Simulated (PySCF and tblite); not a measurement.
# C₃H₇FO, numbered as in [OH:1][CH2:2][CH2:3][CH2:4][F:5]: conformational analysis

Level: PBE0-D3(BJ)/def2-TZVP (IEF-PCM, chloroform)//GFN2-xTB, thermal terms from GFN2-xTB, symmetry numbers and mirror pairs counted. Conformers within 3 kcal/mol (GFN2-xTB free energy) were kept, 10 at most. GIAO shieldings: mPW1PW91/pcSseg-1 (IEF-PCM, chloroform). Couplings: B3LYP/6-31G* with pcJ-1 on H, F (gas phase; spin-dipole term only for pairs with B, N, F, Si or P). Couplings are for ¹⁹F, ¹H; a prime marks the second kind of pair between the same two sets of atoms. H–H couplings come out 0.1 to 0.9 Hz lower than with pcJ-1 on all atoms. Shifts are against TMS (¹H), TMS (¹³C) at the same level. (PySCF 2.14, tblite 0.8.)

Torsions listed: H1–O1–C2–C3, O1–C2–C3–C4, C2–C3–C4–F5. Of a mirror pair one member is shown.

```csv
conformer,shape,symmetry,E(GFN2) kcal/mol,E(DFT) kcal/mol,G(298.15 K) kcal/mol,weight %,dipole D
1,"-176°, 68°, 70°",C1 (pair),1.34,0.01,0.00,17.9,1.85
2,"-176°, -177°, -63°",C1 (pair),1.70,0.39,0.25,11.8,1.62
3,"71°, -67°, -61°",C1 (pair),0.86,0.15,0.31,10.6,1.49
4,"178°, 62°, 179°",C1 (pair),1.52,0.43,0.32,10.5,3.65
5,"62°, 66°, 74°",C1 (pair),0.58,0.24,0.39,9.3,3.35
6,"-60°, -60°, 176°",C1 (pair),0.13,0.28,0.40,9.1,1.95
7,"-62°, -178°, -65°",C1 (pair),0.45,0.33,0.41,8.9,1.66
8,"-54°, 77°, -63°",C1 (pair),0.00,0.00,0.42,8.8,3.13
9,"60°, 178°, -64°",C1 (pair),0.85,0.42,0.46,8.2,3.45
10,"-58°, -177°, -178°",C1 (pair),1.12,0.84,0.78,4.8,1.57
```

Weights (%) against temperature:

| T (K) | 1 | 2 | 3 | 4 | 5 | 6 | 7 | 8 | 9 | 10 | S(mix) cal/mol/K |
| --- | --- | --- | --- | --- | --- | --- | --- | --- | --- | --- | --- |
| 250 | 19.7 | 11.6 | 11.0 | 10.1 | 9.3 | 8.8 | 8.6 | 9.2 | 7.7 | 3.9 | 5.82 |
| 273.15 | 18.8 | 11.7 | 10.8 | 10.3 | 9.3 | 9.0 | 8.8 | 9.0 | 8.0 | 4.4 | 5.84 |
| 298.15 | 17.9 | 11.8 | 10.6 | 10.5 | 9.3 | 9.1 | 8.9 | 8.8 | 8.2 | 4.8 | 5.86 |
| 323.15 | 17.3 | 11.9 | 10.5 | 10.7 | 9.3 | 9.2 | 9.0 | 8.6 | 8.4 | 5.2 | 5.87 |
| 373.15 | 16.2 | 12.0 | 10.2 | 10.9 | 9.3 | 9.3 | 9.2 | 8.4 | 8.7 | 5.8 | 5.89 |

Averaged shifts at 298.15 K. ¹H: 4.99 (H4, 2H), 4.11 (H2, 2H), 1.88 (H3, 2H) ppm. ¹³C: 85.4 (C4), 64.7 (C2), 38.8 (C3) ppm.

Averaged couplings (Hz): ³J(H3,F5) 23.0, ²J(H4,F5) 53.7, ³J(H1,H2) 5.8, ²J(H2,H2) -10.3, ³J(H2,H3) 5.5, ³J(H2,H3′) 6.5, ²J(H3,H3) -14.3, ³J(H3,H4) 6.8, ³J(H3,H4′) 4.7, ²J(H4,H4) -9.5. Computed couplings to fluorine can be off by tens of per cent at such levels.

Coordinates of conformer 1 (Å):

```xyz
12

O     1.630   -0.558   -0.537
C     0.985    0.370    0.310
C    -0.410    0.641   -0.249
C    -1.302   -0.585   -0.122
F    -1.616   -0.812    1.200
H     2.487   -0.784   -0.162
H     1.553    1.311    0.351
H     0.898   -0.029    1.330
H    -0.324    0.897   -1.304
H    -0.860    1.475    0.290
H    -2.252   -0.448   -0.647
H    -0.789   -1.479   -0.486
```

H on N, O and S are left out: they exchange, and hydrogen bonds move them by several ppm. Shifts are unscaled: against experiment ¹³C can be off by 15 ppm or more and ¹H by 0.8 ppm. For its torsions the set is small; conformers may be missing.

Search and properties took 8.5 min on 1 thread of Arm Neoverse N1 (shared host) (rough), launched as `OMP_NUM_THREADS=1 python ens_run.py task.json out`.
